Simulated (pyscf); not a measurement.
Thermochemistry of product channels of H₃Si–GeH₃ + F–F on the singlet surface, in kcal/mol, from CCSD(T)/def2-TZVPP + ΔMP2(QZVPP) energies (ideal gas, 1 atm, RRHO with modes under 100 cm⁻¹ raised to 100, one conformer, R ln 2 for chiral ones without a mode under 150 cm⁻¹). Structures and frequencies: ωB97X-D3(BJ)/def2-SVP in PySCF. MP2 and CC: frozen core, UHF for open shells. ΔMP2 is the change of the MP2 total energy from the triple- to the quadruple-zeta basis.

| products | ΔE | ΔH(298 K) | ΔG(298 K) | ΔG(1200 K) |
|---|---|---|---|---|
| F–SiH₃ + F–GeH₃ | -168.3 | -167.1 | -166.8 | -164.2 |
| F–SiH₂–GeH₃ + HF | -158.3 | -156.3 | -156.5 | -157.6 |

These are energies of the channels, which say nothing of barriers. The CCSD(T) − MP2 part came from Ansatz, without density fitting, on the same reference. The frozen core leaves the outer d or s,p core shells of the metals and heavy elements correlated in the MP2 and CC values, and def2-TZVPP describes them poorly, which can shift differences by a few kcal/mol. Elements up to Kr have no core potential and no relativistic terms here.
